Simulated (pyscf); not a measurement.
Optimised with ωB97X-D3(BJ)/def2-SVP in PySCF.

Estimate by transition-state theory the rate constant of `[SiH3][SiH2][AsH2]` + `[H]` [doublet] → `[SiH2][SiH2][AsH2]` [doublet] + `[H][H]` (doublet surface; H–Si broken, H–H formed) at 900 K, with ωB97M-D3(BJ)/def2-TZVP energies (ideal gas, 1 atm, RRHO with modes under 100 cm⁻¹ raised to 100, one conformer, R ln 2 for chiral ones without a mode under 150 cm⁻¹; no tunnelling).

The electronic barrier is 4.7 kcal/mol and the thermal terms add +18.5, so ΔG‡ = 23.2 kcal/mol. With k_BT/h = 1.88e+13 s⁻¹ and RT = 1.788 kcal/mol, and a volume of 1.23e-19 cm³ per molecule at 1 atm, k = 5.4e-12 cm³ molecule⁻¹ s⁻¹. Wigner's tunnelling factor for 903i cm⁻¹ would be 1.09. A shift of 1 kcal/mol in the barrier changes k by a factor 1.7. H₃Si–SiH₂–AsH₂ lies 7.4 kcal/mol over its isomer H₃Si–AsH–SiH₃ (electronic energy, ωB97M-D3(BJ)/def2-TZVP). •H₂Si–SiH₂–AsH₂ lies 24.5 kcal/mol over its isomer H₃Si–As•–SiH₃ (electronic energy, ωB97M-D3(BJ)/def2-TZVP). One saddle was located; it need not be the lowest between these sides. The angle at the transferred H is 178°. Elements up to Kr have no core potential and no relativistic terms here.
